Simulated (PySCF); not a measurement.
Isobutyronitrile, C4H7N.
Atom-mapped SMILES: `[CH3:1][CH:2]([CH3:3])[C:4]#[N:5]` (hydrogens: H6, H7, H8 on C1; H9 on C2; H10, H11, H12 on C3)

Structure used (PBE0-D3(BJ)/def2-TZVP), in Å, numbered top down from 1:
```
atom  x, y, z in Å
C1     0.2166   -0.8374    1.0455
C2     0.4192    0.1610   -0.0926
C3    -0.6086   -0.0207   -1.2075
C4     0.3806    1.5283    0.4191
N5     0.3414    2.6011    0.8314
H6     0.3080   -1.8547    0.6605
H7    -0.7769   -0.7228    1.4829
H8     0.9558   -0.6970    1.8347
H9     1.4218    0.0192   -0.5118
H10   -1.6207    0.1168   -0.8225
H11   -0.4508    0.6942   -2.0157
H12   -0.5304   -1.0298   -1.6163
```

Computed with PySCF at wB97X-D/pcSseg-2, non-relativistic, on one gas-phase PBE0-D3(BJ)/def2-TZVP geometry that isn't relaxed in the solvent. The solvent is an IEF-PCM continuum (Bondi radii, 1.10 Å for H, scaled by 1.2). The model holds no explicit solvent molecules, cavitation or dispersion.

Gas phase at wB97X-D/pcSseg-2: HOMO -11.15 eV, LUMO 1.83 eV, dipole 4.20 D.

What does the continuum do to the energy, the frontier levels and the dipole at wB97X-D/pcSseg-2 in chloroform?

```
   solvent      ε  E(solvent) − E(gas) (kcal/mol)  polarisation term (kcal/mol)  distortion of the solute (kcal/mol)  HOMO (eV)  LUMO (eV)  dipole (D)
chloroform  4.711                           -4.81                         -5.63                                 0.82     -11.22       2.11        5.08
```

The first energy column is the sum of the next two and covers electrostatics alone.

Which radius a makes the point-dipole formula ΔE = −[(ε − 1)/(2ε + 1)]·μ²/a³ give the value in chloroform, with the gas-phase dipole?

μ = 1.653 au and |ΔE| = 0.00767 Eh give a = 2.66 Å; the farthest nucleus lies 2.75 Å from the centroid of the nuclei, so such a sphere wouldn't even hold the nuclei. The formula assumes a rigid point dipole at the centre of a sphere.

Give the dipole vector in the frame of the coordinates (D, pointing from negative to positive charge), gas and chloroform.

Gas (-0.01, -3.95, -1.44), solvent (0.03, -4.77, -1.76). Its length changes by +21 % and its direction by less than 1°.

On 2 threads, Intel Xeon at 2.50 GHz (x86_64), shared host, this took 81 s wall, 2.4 min CPU and 2.3 GiB of memory at its peak. This is the whole shielding run at wB97X-D/pcSseg-2 in chloroform, SCF included.

wB97X-D is run here without its empirical dispersion term; that term would change no orbital, density or response property at a fixed geometry.
